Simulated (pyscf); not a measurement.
Optimised with ωB97X-D3(BJ)/def2-SVP in PySCF.

**Question.** H₂C=CH–F + H atom (H•) -> H₂C=C•–F + hydrogen (H₂)
Surface: doublet. Broken: C–H. Formed: H–H. Give ΔE‡ and ΔE from ωB97M-D3(BJ)/def2-TZVP, relative to the separated reactants.

**Answer.** ΔE‡ = 73.2 kJ/mol, ΔE = +45.3 kJ/mol. Zero-point energy shifts the barrier by -6.2 kJ/mol. It is a hydrogen abstraction, with an imaginary mode of 940i cm⁻¹. This saddle turned up in a search for another step; its sides and bond changes are read from the two ends of the descent. This is the saddle that the search found; another between the same sides may lie lower. The angle at the transferred H is 180°.
